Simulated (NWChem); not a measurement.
The numbers come from NWChem runs, not from measurements. System: NO, charge 2, spin multiplicity 2, at the geometry of a parent with another charge or spin, in a state set for the comparison that need not be this species' ground state. Its SCF solution wasn't tested for a lower state. Level: ROCCSD(T)/def2-TZVP, 2 core orbitals frozen.

Job file:

```
start mol
memory heap 100 mb stack 700 mb global 1900 mb
charge 2
geometry units angstroms nocenter noautoz
  N      0.000000     0.000000     0.565282
  O      0.000000     0.000000    -0.494622
  symmetry group C2v
end
basis spherical
  * library def2-tzvp
end
scf
  rohf
  nopen 1
  maxiter 100
  thresh 1e-7
  semidirect memsize 60000000 filesize 0
  # guess.movecs holds the orbitals of an unrestricted PBE0 run
  vectors input guess.movecs swap 5 7 output mol.movecs
end
tce
  freeze core 2
  ccsd(t)
  2eorb
  2emet 13
  thresh 1e-6
  maxiter 100
  tilesize 24
end
task tce energy
```

Output (cleaned and shortened):

```
             Northwest Computational Chemistry Package (NWChem) 7.3.0
             --------------------------------------------------------

                                NWChem Input Module
                                -------------------

 Scaling coordinates for geometry "geometry" by  1.889725989
 (inverse scale =  0.529177249)

 Turning off AUTOSYM since
 SYMMETRY directive was detected!

                             Geometry "geometry" -> ""
                             -------------------------

 Output coordinates in angstroms (scale by  1.889725989 to convert to a.u.)

  No.       Tag          Charge          X              Y              Z
 ---- ---------------- ---------- -------------- -------------- --------------
    1 N                    7.0000     0.00000000     0.00000000     0.56528200
    2 O                    8.0000     0.00000000     0.00000000    -0.49462200

 Effective nuclear repulsion energy (a.u.)      27.9590660512

            Nuclear Dipole moment (a.u.)
            ----------------------------
        X                 Y               Z
 ---------------- ---------------- ----------------
     0.0000000000     0.0000000000    -0.0000037795

      Symmetry information
      --------------------

 Group name             C2v
 Group number             16
 Group order               4
 No. of unique centers     2

      Symmetry unique atoms

     1    2


 Summary of "ao basis" -> "" (spherical)
 ------------------------------------------------------------------------------
       Tag                 Description            Shells   Functions and Types
 ---------------- ------------------------------  ------  ---------------------
 *                         def2-tzvp                  on all atoms

 Summary of "ao basis" -> "ao basis" (spherical)
 ------------------------------------------------------------------------------
       Tag                 Description            Shells   Functions and Types
 ---------------- ------------------------------  ------  ---------------------
 N                         def2-tzvp                11       31   5s3p2d1f
 O                         def2-tzvp                11       31   5s3p2d1f

                                 NWChem SCF Module
                                 -----------------

  ao basis        = "ao basis"
  functions       =    62
  atoms           =     2
  closed shells   =     6
  open shells     =     1
  charge          =   2.00
  wavefunction    = ROHF
  use symmetry    = T
  symmetry adapt  = T

 Summary of "ao basis" -> "ao basis" (spherical)
 ------------------------------------------------------------------------------
       Tag                 Description            Shells   Functions and Types
 ---------------- ------------------------------  ------  ---------------------
 N                         def2-tzvp                11       31   5s3p2d1f
 O                         def2-tzvp                11       31   5s3p2d1f

      Symmetry analysis of basis
      --------------------------

        a1         28
        a2          6
        b1         14
        b2         14

 Forming initial guess at       0.1s

 Swapping ROHF orbitals     5    7

      Symmetry analysis of molecular orbitals - initial
      -------------------------------------------------

  Numbering of irreducible representations:

     1 a1          2 a2          3 b1          4 b2

  Orbital symmetries:

     1 a1          2 a1          3 a1          4 a1          5 b1
     6 b2          7 a1          8 b1          9 b2         10 a1
    11 a1         12 b2         13 b1         14 a1         15 a1
    16 b2         17 b1

 Starting SCF solution at       0.1s

 ----------------------------------------------
         Quadratically convergent ROHF

 Convergence threshold     :          1.000E-07
 Maximum no. of iterations :          100
 Final Fock-matrix accuracy:          1.000E-09
 ----------------------------------------------

              iter       energy          gnorm     gmax       time
             ----- ------------------- --------- --------- --------
                 1     -127.6242878306  2.13D+00  1.11D+00      0.5
                 2     -127.8330672019  6.22D-01  1.74D-01      0.5
                 3     -127.8539398444  2.64D-01  8.78D-02      0.5
                 4     -127.8948162309  4.39D-01  1.83D-01      0.8
                 5     -127.9013259715  1.71D-01  7.19D-02      0.8
                 6     -127.9031569261  1.45D-02  5.18D-03      0.9
                 7     -127.9031892830  1.64D-04  7.50D-05      1.0
                 8     -127.9031892871  2.26D-08  7.62D-09      1.2

       Final ROHF results
       ------------------

         Total SCF energy =   -127.903189287138
      One-electron energy =   -217.582282279830
      Two-electron energy =     61.720026941443
 Nuclear repulsion energy =     27.959066051249

        Time for solution =      1.1s

       Symmetry analysis of molecular orbitals - final
       -----------------------------------------------

  Numbering of irreducible representations:

     1 a1          2 a2          3 b1          4 b2

  Orbital symmetries:

     1 a1          2 a1          3 a1          4 a1          5 b2
     6 b1          7 a1          8 b2          9 b1         10 a1
    11 a1         12 b1         13 b2         14 a1         15 b2
    16 b1         17 a1

             Final eigenvalues
             -----------------

              1
    1  -21.7365
    2  -16.8271
    3   -2.6241
    4   -1.7608
    5   -1.6095
    6   -1.6095
    7   -1.3818
    8   -0.7343
    9   -0.7343
   10   -0.2940
   11   -0.2190
   12   -0.1781
   13   -0.1781
   14   -0.0545
   15    0.0347
   16    0.0347
   17    0.0718

                       ROHF Final Molecular Orbital Analysis
                       -------------------------------------

 Vector    5  Occ=2.000000D+00  E=-1.609463D+00  Symmetry=b2
              MO Center=  7.4D-18, -1.1D-14, -4.2D-02, r^2= 6.5D-01
   Bfn.  Coefficient  Atom+Function         Bfn.  Coefficient  Atom+Function
  ----- ------------  ---------------      ----- ------------  ---------------
    38      0.381794  2 O  py                 7      0.326742  1 N  py
    41      0.322019  2 O  py                10      0.270306  1 N  py

 Vector    6  Occ=2.000000D+00  E=-1.609463D+00  Symmetry=b1
              MO Center= -6.1D-15,  1.5D-17, -4.2D-02, r^2= 6.5D-01
   Bfn.  Coefficient  Atom+Function         Bfn.  Coefficient  Atom+Function
  ----- ------------  ---------------      ----- ------------  ---------------
    37      0.381794  2 O  px                 6      0.326742  1 N  px
    40      0.322019  2 O  px                 9      0.270306  1 N  px

 Vector    7  Occ=1.000000D+00  E=-1.381803D+00  Symmetry=a1
              MO Center=  5.2D-15,  9.6D-15,  7.8D-01, r^2= 5.1D-01
   Bfn.  Coefficient  Atom+Function         Bfn.  Coefficient  Atom+Function
  ----- ------------  ---------------      ----- ------------  ---------------
     4      0.455651  1 N  s                  8      0.421369  1 N  pz
     3      0.341027  1 N  s                 11      0.251779  1 N  pz
    39     -0.187537  2 O  pz                 2     -0.180139  1 N  s
    42     -0.162848  2 O  pz

 Vector    8  Occ=0.000000D+00  E=-7.343155D-01  Symmetry=b2
              MO Center=  6.3D-17, -1.3D-15,  1.6D-01, r^2= 9.6D-01
   Bfn.  Coefficient  Atom+Function         Bfn.  Coefficient  Atom+Function
  ----- ------------  ---------------      ----- ------------  ---------------
    10      0.423878  1 N  py                 7      0.419037  1 N  py
    38     -0.371247  2 O  py                41     -0.353115  2 O  py
    44     -0.252954  2 O  py                13      0.250017  1 N  py

 Vector    9  Occ=0.000000D+00  E=-7.343155D-01  Symmetry=b1
              MO Center= -1.4D-16,  2.7D-17,  1.6D-01, r^2= 9.6D-01
   Bfn.  Coefficient  Atom+Function         Bfn.  Coefficient  Atom+Function
  ----- ------------  ---------------      ----- ------------  ---------------
     9      0.423878  1 N  px                 6      0.419037  1 N  px
    37     -0.371247  2 O  px                40     -0.353115  2 O  px
    43     -0.252954  2 O  px                12      0.250017  1 N  px

 Vector   10  Occ=0.000000D+00  E=-2.939829D-01  Symmetry=a1
              MO Center=  1.2D-16,  1.9D-16,  9.4D-02, r^2= 3.0D+00
   Bfn.  Coefficient  Atom+Function         Bfn.  Coefficient  Atom+Function
  ----- ------------  ---------------      ----- ------------  ---------------
     5      3.647256  1 N  s                 36     -2.657567  2 O  s
    14     -1.584132  1 N  pz                45     -0.955257  2 O  pz
     4     -0.658307  1 N  s                 11     -0.288748  1 N  pz
    35     -0.218738  2 O  s                 34     -0.170546  2 O  s

 center of mass
 --------------
 x =   0.00000000 y =   0.00000000 z =   0.00026767

 moments of inertia (a.u.)
 ------------------
          29.953238405340           0.000000000000           0.000000000000
           0.000000000000          29.953238405340           0.000000000000
           0.000000000000           0.000000000000           0.000000000000

  Mulliken analysis of the total density
  --------------------------------------

    Atom       Charge   Shell Charges
 -----------   ------   -------------------------------------------------------
    1 N    7     5.61   0.82  1.16  0.63  0.56  0.03  1.25  0.99  0.07  0.02  0.07  0.01
    2 O    8     7.39   0.80  1.18  0.69  1.04  0.19  1.62  1.58  0.19  0.01  0.08  0.01

 Mulliken analysis of the open-shell density
 -------------------------------------------

    Atom       Charge   Shell Charges
 -----------   ------   -------------------------------------------------------
    1 N    7     0.92   0.01 -0.01  0.18  0.27  0.02  0.29  0.16  0.01  0.00 -0.00  0.00
    2 O    8     0.08   0.00 -0.00  0.00 -0.00  0.00  0.06  0.02 -0.01  0.00 -0.00  0.00

       Multipole analysis of the density wrt the origin
       ------------------------------------------------

     L   x y z        total         open         nuclear
     -   - - -        -----         ----         -------
     0   0 0 0      2.000000     -1.000000     15.000000

     1   1 0 0      0.000000     -0.000000      0.000000
     1   0 1 0      0.000000     -0.000000      0.000000
     1   0 0 1      0.993674     -1.473494     -0.000004

     2   2 0 0     -4.815976     -0.425099      0.000000
     2   1 1 0      0.000000      0.000000      0.000000
     2   1 0 1      0.000000     -0.000000      0.000000
     2   0 2 0     -4.815976     -0.425099      0.000000
     2   0 1 1      0.000000     -0.000000      0.000000
     2   0 0 2     -1.739790     -3.128720     14.977092

                   NWChem Extensible Many-Electron Theory Module
                   ---------------------------------------------


            General Information
            -------------------
      Number of processors :     1
         Wavefunction type : Restricted open-shell Hartree-Fock
          No. of electrons :    13
           Alpha electrons :     7
            Beta electrons :     6
           No. of orbitals :   124
            Alpha orbitals :    62
             Beta orbitals :    62
        Alpha frozen cores :     2
         Beta frozen cores :     2
     Alpha frozen virtuals :     0
      Beta frozen virtuals :     0
         Spin multiplicity : doublet
    Number of AO functions :    62
       Number of AO shells :    22
        Use of symmetry is : on
      Symmetry adaption is : on
         Schwarz screening : 0.10D-09

          Correlation Information
          -----------------------
          Calculation type : Coupled-cluster singles & doubles w/ perturbation
   Perturbative correction : (T)
            Max iterations :      100
        Residual threshold : 0.10D-05
     T(0) DIIS level shift : 0.00D+00
     L(0) DIIS level shift : 0.00D+00
     T(1) DIIS level shift : 0.00D+00
     L(1) DIIS level shift : 0.00D+00
     T(R) DIIS level shift : 0.00D+00
     T(I) DIIS level shift : 0.00D+00
   CC-T/L Amplitude update :  5-th order DIIS
                I/O scheme : Global Array Library
        L-threshold :  0.10D-05
        EOM-threshold :  0.10D-05
 no EOMCCSD initial starts read in
 TCE RESTART OPTIONS
 SLICE:      F
 D4D5:       F
 quantumc:   F
 qrotation:  F
 pwtce:      F
 qducc:      F
 nacto:                         0
 nrotv:                         0
 nrot:                          0

            Memory Information
            ------------------
          Available GA space size is     249029112 doubles
          Available MA space size is     104854372 doubles

 Maximum block size supplied by input
 Maximum block size        24 doubles

 tile_dim =     23

 -------------------------------------------------

 Global array virtual files algorithm will be used

 Parallel file system coherency ......... OK

 4-electron integrals stored in orbital form

 v2    file size   =          1061275
 4-index algorithm nr.  13 is used
 imaxsize =       30
 imaxsize ichop =        0


CCSD iterations
 ---------------------------------------------------------
 Iter          Residuum       Correlation     Cpu    Wall
 ---------------------------------------------------------
    1   0.2759518243378  -0.4045056179051     0.5     0.5
    2   0.0942176805479  -0.3717512347321     0.5     0.5
    3   0.0812584807086  -0.3881855992157     0.5     0.5
    4   0.0884516631331  -0.3912751390784     0.5     0.5
    5   0.1235883533768  -0.3856200929043     0.6     0.6
    6   0.0061019376529  -0.3913959105189     0.7     0.7
    7   0.0036354001460  -0.3914654745960     0.7     0.7
    8   0.0019743816130  -0.3916023332349     0.7     0.7
    9   0.0030689954935  -0.3915422997174     0.6     0.6
   10   0.0031112798600  -0.3918164396286     0.5     0.5
   11   0.0003525812586  -0.3918109936997     0.5     0.5
   12   0.0001937444242  -0.3917820611910     0.5     0.5
   13   0.0001258277334  -0.3917880692034     0.5     0.5
   14   0.0000893446517  -0.3917802802970     0.5     0.5
   15   0.0000862984039  -0.3917846906679     0.5     0.5
   16   0.0000235028352  -0.3917796078762     0.5     0.5
   17   0.0000128453666  -0.3917792756833     0.5     0.5
   18   0.0000094316170  -0.3917798252982     0.5     0.5
   19   0.0000069834467  -0.3917797167122     0.5     0.5
   20   0.0000088856045  -0.3917803534036     0.5     0.5
   21   0.0000019064279  -0.3917804964113     0.5     0.5
   22   0.0000014858740  -0.3917803913707     0.5     0.5
   23   0.0000006841509  -0.3917803444881     0.5     0.5
 -----------------------------------------------------------------
 Iterations converged
 CCSD correlation energy / hartree =        -0.391780344488128
 CCSD total energy / hartree       =      -128.294969631626003

 Singles contributions
     7a1  (beta ) ---     4a1  (beta )       -0.1630755331

 Doubles contributions
     9b1  (alpha)     9b1  (beta ) ---     6b1  (alpha)     6b1  (beta )       -0.1229045394
     8b2  (alpha)     8b2  (beta ) ---     5b2  (alpha)     5b2  (beta )       -0.1229045394
 CCSD(T)
 Using plain CCSD(T) code
             total no. of tasks          927
 total no. of tasks / no. procs          927
                         wl_min            2           1.1
                         wl_max        97336           6.8
        thresh for no. of tasks          927

 CCSD[T]  correction energy / hartree =        -0.027301043937387
 CCSD[T] correlation energy / hartree =        -0.419081388425515
 CCSD[T] total energy / hartree       =      -128.322270675563402
 CCSD(T)  correction energy / hartree =        -0.022085576838876
 CCSD(T) correlation energy / hartree =        -0.413865921327004
 CCSD(T) total energy / hartree       =      -128.317055208464865

 Task  times  cpu:       19.0s     wall:       19.0s

 Total times  cpu:       19.0s     wall:       19.0s
```
